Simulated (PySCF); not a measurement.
Calculated properties of `C(=CC#N)=C=C`

Compound: C₅H₃N.
Atom-mapped SMILES: `[CH2:1]=[C:2]=[C:3]=[CH:4][C:5]#[N:6]` (hydrogens: H7, H8 on C1; H9 on C4)

Structural features include: nitrile and allene or cumulene.

From GFN2-xTB geometry:

```
Point group of the GFN2-xTB geometry                  : Cs
Rotational constants A, B, C of the GFN2-xTB geometry : 18.557, 1.604, 1.476 GHz
```

From PBE0/def2-SVPD ground state and vertical TDDFT (core frozen in the response) (PySCF):

```
Dipole moment                                                     : 4.64 D
HOMO energy                                                       : -7.72 eV
LUMO energy                                                       : -2.87 eV
HOMO–LUMO gap                                                     : 4.85 eV
Lowest singlet excitation                                         : 3.86 eV (321 nm, f = 0.000)
Strongest line among the 6 lowest singlet transitions             : S2 at 4.85 eV (255 nm, f = 0.590)
Lowest triplet excitation (Tamm–Dancoff)                          : 2.36 eV
Static isotropic polarisability                                   : 76.5 au
Electronic spatial extent ⟨r²⟩ about the centre of nuclear charge : 744 bohr²
```

From PBE0/pcSseg-1 ground state and GIAO shieldings, non-relativistic (PySCF):

```
Lowest Hirshfeld atomic charge                              : -0.21 e on N6
Highest Hirshfeld atomic charge                             : +0.08 e on C5/H9
13C chemical shifts (computed TMS as zero) by class         : 200.3 (C3), 180.9 (C2), 119.7 (C5), 115.1 (C1), 86.9 (C4) ppm
1H chemical shifts (computed TMS as zero) by class          : 6.18 (H7/H8), 5.56 (H9) ppm
Isotropic shieldings of nuclei other than C and H, by class : -57 (N6) ppm
Mayer bond orders between heavy atoms                       : C1–C2 2.00, C2–C3 1.73, C3–C4 1.73, C4–C5 1.11, C5–N6 2.98
```

Monoisotopic mass from the formula: 77.0265 u.

S1 lies 0.99 eV below the HOMO–LUMO gap; its leading configuration is HOMO−1→LUMO, weight 0.99. The rotational constants make it an asymmetric top with κ = (2B − A − C)/(A − C) = -0.99, nearer the prolate limit (−1). A dipole of 4.64 D is allowed in Cs, and pure rotational transitions are dipole-allowed. With B = h/(8π²I), that is 505.379 GHz u Å² over I, the principal moments of inertia are 27.2, 315.1 and 342.4 u Å² (most abundant isotopes); the inertial defect Ic − Ia − Ib is 0.1 u Å² (zero for a rigid planar frame, negative otherwise). The largest Löwdin shares of the LUMO are 0.24 on C1, 0.18 on C4, 0.17 on C3 and 0.15 on C2.

Isolated species at its GFN2-xTB geometry, gas phase.
